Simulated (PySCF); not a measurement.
Gas-phase reaction: 2 SiH2ClNH2 + 2 H2 + Si → SiH2(NH2)2 + 2 SiH3Cl

Energies from PySCF (xtb for GFN2), thermal terms from the rigid-rotor harmonic-oscillator model, ideal gas at 1 bar. † marks an energy on the PBE0/def2-TZVP geometry and frequencies; other levels use their own. 6-31G* has spherical d functions here. Open shells (unrestricted): Si (multiplicity 3, electronic degeneracy 9); the rest are closed-shell singlets. GFN2 has no spin-polarisation term. Spin-orbit splitting is ignored; it lowers the true energy and changes the entropy of Si. B3LYP is the form with VWN-RPA correlation. No R ln 2 is added for the mirror-image form of SiH2(NH2)2. SiH2ClNH2, SiH2(NH2)2: computed as isolated molecules; such fragments, hydroxides, amides, oligomers or adducts are transient or little studied in the gas. The harmonic model lacks anharmonicity and excited electronic states, which grow with temperature; levels with a mode under 35 cm⁻¹ are left out. Internal rotation in SiH2ClNH2, SiH2(NH2)2 is treated as a harmonic vibration of one conformer, which makes the entropy rough.

| level | ΔE electronic, kJ | ΔH°(298 K), kJ | ΔS°(298 K), J/K | ΔG°(2000 K), kJ |
|---|---|---|---|---|
| B3LYP/def2-TZVP† | -409 | -393 | -226 | 89 |
| BLYP/def2-TZVP† | -390 | -374 | -226 | 108 |
| GFN2-xTB | -608 | -586 | -237 | -85 |
| HF/6-31G* | -340 | -320 | -226 | 168 |
| HF/def2-TZVP† | -353 | -337 | -226 | 145 |
| PBE/def2-SVP | -414 | -400 | -227 | 81 |
| PBE/def2-TZVP† | -409 | -394 | -226 | 88 |
| PBE0/def2-QZVP† | -422 | -406 | -226 | 75 |
| r2SCAN/def2-TZVP† | -420 | -404 | -226 | 78 |
ΔH° is lowest at GFN2-xTB and highest at HF/6-31G*. No reference value is set beside these.
